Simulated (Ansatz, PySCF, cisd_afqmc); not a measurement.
System: C2H3N, charge 0, singlet. C2H3N (SMILES CC#N).
B3LYP-D3(BJ)/def2-TZVP minimum from Ansatz (a first-principles code):
```
C
H 1 1.0902
H 1 1.0902 2 108.78
H 1 1.0902 2 108.78 3 118.36
C 1 1.4544 2 110.15 3 -120.82
N 5 1.1493 3 150.78 1 180.00
```

Atomisation energy term by term, kcal/mol (programs: Ansatz, cisd_afqmc). Open shells are spin-unrestricted; no spin-orbit coupling. Cores are frozen in correlated methods. Rows without X2C or -DK are non-relativistic. AFQMC/CISD: phaseless, guided by CISD from CCSD amplitudes; bars are statistical, one sigma. Outlying blocks are dropped, and bars are widened where a walk drifts. Over all cases where full CI ran beside it in this data, AFQMC minus full CI had a median of +0.1 mEh and passed +0.4 mEh in a tenth of the cases. CBS(X,Y): correlation extrapolated as X^-3, Hartree-Fock from the larger set (Q,5: extrapolated as (X+1)exp(-9√X)). A bracket is a step between two methods taken in the basis named. '+ core + X2C': CCSD(T) terms for core correlation (cc-pwCVTZ) and scalar relativity (cc-pVTZ-DK). Where a partner has so few electrons that a lower coupled-cluster level is exact, that level stands in.

| term | basis | kcal/mol |
|---|---|---|
| Hartree-Fock | CBS(cc-pVQZ,cc-pV5Z) | 434.83 |
| CCSD correlation | CBS(cc-pVQZ,cc-pV5Z) | 165.86 |
| (T) | CBS(cc-pVQZ,cc-pV5Z) | 12.67 |
| CCSDT(Q) - CCSD(T) | cc-pVDZ | 0.76 |
| core correlation | cc-pwCVTZ | 2.90 |
| scalar relativity | X2C, cc-pVTZ-DK | -0.42 |
| minus zero-point energy | Hessian by PySCF at B3LYP-D3(BJ)/def2-TZVP | -28.37 |
| sum: D0 |  | 588.2 |

The step beyond CCSD(T) by other levels: AFQMC/CISD in cc-pVDZ 0.52 ± 0.28 kcal/mol.
